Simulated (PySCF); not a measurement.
# CH5FSi (fluoromethylsilane): the cost of one run

Programs: PySCF 2.14.0, with density-fitted response routines of our own. Each step states its level of theory. These are calculated values for one molecule in the gas phase, unless marked as measured. Atoms count from 0, in the outputs and in this text.

### Step 1. The molecule as given

8 atoms, charge 0, multiplicity 1; geometry from: GFN2-xTB. The atoms were then displaced at random by about 0.01 Å, so the start is not that level's minimum.

Bonds of the start (Å): C0–Si1 1.86, Si1–F2 1.61, C0–H3 1.08, C0–H4 1.12, C0–H5 1.07, Si1–H6 1.46, Si1–H7 1.46.

### Step 2. Optimising the geometry at PBE0-D3(BJ)/def2-TZVP

The job: settings as JSON, then the geometry in Å.

```
{"job": {"xc": "PBE0", "basis": "def2-TZVP", "d3": "d3bj", "grid": 2, "shake": 0.01, "kind": "geom"}, "charge": 0, "multiplicity": 1}
C     -0.976840    -0.037830    -0.053830
Si     0.884110    -0.090210     0.018840
F      1.393290     1.386200     0.405840
H     -1.387400     0.287600     0.894530
H     -1.335280     0.700410    -0.811520
H     -1.425510    -0.972070    -0.321090
H      1.510680    -0.355520    -1.272760
H      1.392090    -0.937730     1.087520
```

Started as:

```bash
$ OMP_NUM_THREADS=1 python probes_run.py task.json out
```

One launch serves the whole session: the jobs run in the order shown.

**Question.** How long does this first job take on 1 thread of Arm Neoverse V1, shared host, and how much memory does it need?

About 44 s, with a peak of 0.54 GiB.
